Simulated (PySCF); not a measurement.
# CH5N: the cost of one run

Program: PySCF 2.14.0. Level of theory: levels as typed in each script, gas phase, geometry from GFN2-xTB. These are calculated values, not measurements.

**1. Starting geometry**

SMILES `CN`, 7 atoms, charge 0, spin multiplicity 1.

Bond lengths: C1–N2 1.453 Å, C1–H3 1.090 Å, C1–H4 1.089 Å, C1–H5 1.100 Å, N2–H6 1.015 Å, N2–H7 1.015 Å. Angles: N2–C1–H3 108.6°, N2–C1–H4 108.6°, N2–C1–H5 114.4°, H3–C1–H4 108.4°, H3–C1–H5 108.3°, H4–C1–H5 108.3°, C1–N2–H6 110.2°, C1–N2–H7 110.2°, H6–N2–H7 107.6°.

As a file:

```
C     0.70297    0.00004   -0.01586
N    -0.74311   -0.00008    0.12064
H     1.09860   -0.88406    0.48327
H     1.09890    0.88319    0.48403
H     1.06198    0.00053   -1.05538
H    -1.13793   -0.81842   -0.33099
H    -1.13764    0.81903   -0.33028
```

**2. Density, bond paths and surface potential (BP86/6-311g**)**

File input.py:

```python
import numpy as np
from pyscf import gto, scf, dft
from pyscf.scf import atom_ks, atom_hf
from scipy.linalg import block_diag

def solve(mol, dm0=None, hcore=None):
    mf = (dft.UKS if mol.spin else dft.RKS)(mol, xc='bp86')
    mf.grids.level = 3
    mf = mf.density_fit(auxbasis='def2-universal-jkfit')
    mf.conv_tol, mf.max_cycle = 1e-8, 80
    if hcore is not None:
        mf.get_hcore = lambda *args: hcore
    mf.kernel(dm0)
    if not mf.converged:
        mf = mf.newton().run(mf.mo_coeff, mf.mo_occ, max_cycle=30)
    assert mf.converged, 'SCF not converged'
    return mf

mol = gto.M(atom='''
C      0.70297     0.00004    -0.01586
N     -0.74311    -0.00008     0.12064
H      1.09860    -0.88406     0.48327
H      1.09890     0.88319     0.48403
H      1.06198     0.00053    -1.05538
H     -1.13793    -0.81842    -0.33099
H     -1.13764     0.81903    -0.33028
''', basis='6-311g**', charge=0, spin=0, verbose=4)
mf = solve(mol)
mf.analyze()
# spherically averaged free atoms, for the promolecule
atm = atom_ks.get_atm_nrks(mol, xc='bp86')
pro = block_diag(*[(atm[a[0]][2] * atm[a[0]][3]) @ atm[a[0]][2].T for a in mol._atom])
np.savez('result.npz', e=mf.e_tot, c=mf.mo_coeff, occ=mf.mo_occ, eps=mf.mo_energy, pro=pro, dip=mf.dip_moment(verbose=0), s2=mf.spin_square()[0])
```

Run with:

```sh
OMP_NUM_THREADS=1 python input.py
```

What time and memory should one allow on 1 thread of Arm Neoverse V1, shared host?

About 5.4 s, with a peak of 0.29 GiB.
